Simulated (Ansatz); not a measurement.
# H3O (doublet): the correlation ladder at distance H1–H2 along a hydrogen transfer = 0.962 Å, cc-pVTZ

Aim: climb from Hartree-Fock through coupled cluster and multireference methods for H3O (doublet) at one geometry and basis, and see what each rung misses.

Method: cc-pVTZ, core rule «outside noble gas», up to 1 orbitals frozen; program: Ansatz 0.2.0, Gaussian basis.

Plan: UHF; CCSD(T) on ROHF; CCSD(T) on UHF; BCCD(T) on ROHF; CCSDT(Q) on ROHF; CCSDT(Q) on UHF; CASSCF and MRCISD+Q, 3 electrons in 3 orbitals; CASSCF and NEVPT2, 3 electrons in 3 orbitals; CASSCF and MRCISD+Q, 9 electrons in 7 orbitals; CASSCF and NEVPT2, 9 electrons in 7 orbitals.

## (1) The geometry

The geometry derives from fragments relaxed apart (PBE0/def2-TZVP) and kept rigid, so it is no stationary point. A hydrogen atom is moved between rigid fragments.

4 atoms, charge 0, spin multiplicity 2.

Atoms are counted from 1 here; the program's logs count them from 0.

Bond lengths: H2–O3 0.990 Å, O3–H4 0.973 Å. Angles: H2–O3–H4 105.0°.

Coordinates:

```xyz
4
H3O
H    -1.8095    0.0498    0.0000
H    -0.8475    0.0498    0.0000
O     0.1425    0.0498    0.0000
H     0.3944   -0.8901    0.0000
```

## (2) UHF

Input file in.yaml:

```yaml
crystal:
  periodic: [false, false, false]
  atoms:
    - {symbol: H, position_ang: [-1.809464, 0.049803, 0.000000]}
    - {symbol: H, position_ang: [-0.847464, 0.049803, 0.000000]}
    - {symbol: O, position_ang: [0.142536, 0.049803, 0.000000]}
    - {symbol: H, position_ang: [0.394395, -0.890147, 0.000000]}
basis:
  gaussian: {orbitals: cc-pVTZ}
magnetization: {spin_polarized: true, initial_magnetization: 1}
hamiltonian: {xc: hf}
output: {orbitals: {seedname: orbitals}}
```

Launch:

```sh
> ansatz run in.yaml --threads 1 --pin off --events-out ev --progress --plain --max-ram 2816MiB --backend cpu
```

The runs that follow: CCSD(T) on ROHF; CCSD(T) on UHF; BCCD(T) on ROHF; CCSDT(Q) on ROHF; CCSDT(Q) on UHF; CASSCF and MRCISD+Q, 3 electrons in 3 orbitals; CASSCF and NEVPT2, 3 electrons in 3 orbitals; CASSCF and MRCISD+Q, 9 electrons in 7 orbitals; CASSCF and NEVPT2, 9 electrons in 7 orbitals.

Q: Predict the results of all the runs planned. Wanted: UCCSDT(Q) below the RHF energy; RMP2 from UCCSDT(Q); UMP2 from UCCSDT(Q); RCCSD from UCCSDT(Q); RCCSD(T) from UCCSDT(Q); UCCSD(T) from UCCSDT(Q); RCCSDT(Q) from UCCSDT(Q); NEVPT2 pair from UCCSDT(Q); NEVPT2 valence from UCCSDT(Q).

As calculated:

| quantity | value |
| --- | --- |
| UCCSDT(Q) below the RHF energy | -7.9834 eV |
| RMP2 from UCCSDT(Q) | +43.8 kJ/mol |
| UMP2 from UCCSDT(Q) | +45.9 kJ/mol |
| RCCSD from UCCSDT(Q) | +24.7 kJ/mol |
| RCCSD(T) from UCCSDT(Q) | +1.5 kJ/mol |
| UCCSD(T) from UCCSDT(Q) | +1.6 kJ/mol |
| RCCSDT(Q) from UCCSDT(Q) | +0.1 kJ/mol |
| NEVPT2 pair from UCCSDT(Q) | +47.2 kJ/mol |
| NEVPT2 valence from UCCSDT(Q) | +89.3 kJ/mol |
| MRCISD+Q valence from UCCSDT(Q) | +7.3 kJ/mol |
| levels within 1 kcal/mol (43 meV) | RCCSD(T), UCCSD(T), BCCD(T), RCCSDT, UCCSDT, RCCSDT(Q) |
| T1 diagnostic | 0.022 |
| effectively unpaired electrons | 1.01 |

What this shows: RCCSD(T) misses by +1.5 kJ/mol, 0.2 % of the correlation energy. One determinant dominates. Of the multireference levels listed MRCISD+Q valence comes nearest in total energy (+7.3 kJ/mol), which doesn't show that its space is the better one. These misses are within one basis, not against nature; the frozen cores of restricted and unrestricted runs differ, which can shift their rows.
